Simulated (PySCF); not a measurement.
## S2 and its ions

PBE; PySCF, no relativity, basis sets S def2-SVPD. Neutral (UKS): triplet (π ↑↑), Re = 1.934 Å, ωe = 687 cm⁻¹, De = 4.72 eV, HOMO -6.02 eV, LUMO -4.76 eV.

S₂⁻ (UKS): doublet (π ↑), Re = 2.048 Å, ωe = 544 cm⁻¹, De = 4.19 eV to S + S⁻. The energies at the minima are -795.78823 hartree for S2 and -795.85017 for S₂⁻.

Q: Work out the adiabatic electron affinity, without and with harmonic zero-point energies (1 hartree = 27.2114 eV, 1 eV = 8065.5 cm⁻¹), and the change of the bond length.

A: At PBE: 0.06194 hartree = 1.685 eV between the minima; the zero-point term (687.0 − 544.0)/2 cm⁻¹ = +0.009 eV makes it 1.694 eV. Re changes by +11.4 pm against the neutral. The electron enters a π orbital, and the longer bond of the ion fits an antibonding orbital, or a change in how ionic the bond is.

The highest Kohn–Sham level is positive in this anion. Much of that is self-interaction error, but it also means that the finite basis helps to hold the extra electron. States were picked by a PBE0 search and need not be the measured ground states.
